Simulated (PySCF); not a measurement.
Vertical excitations of a molecule C2H4O2 from TDDFT-B3LYP/def2-SVPD (PySCF), as energy in eV (oscillator strength): 5.84 (0.000), 7.12 (0.053), 7.99 (0.012), 8.22 (0.002), 8.65 (0.167), 9.06 (0.006), 9.13 (0.001), 9.22 (0.000), 9.24 (0.000), 9.37 (0.003). Lowest triplet (TDA): 5.33 eV. Geometry: PBE0-D3(BJ)/def2-SVP. Other conformers were not sampled.

Which structure fits?
A) CC(=O)O
B) COC=O
C) C1OCO1

A, CC(=O)O
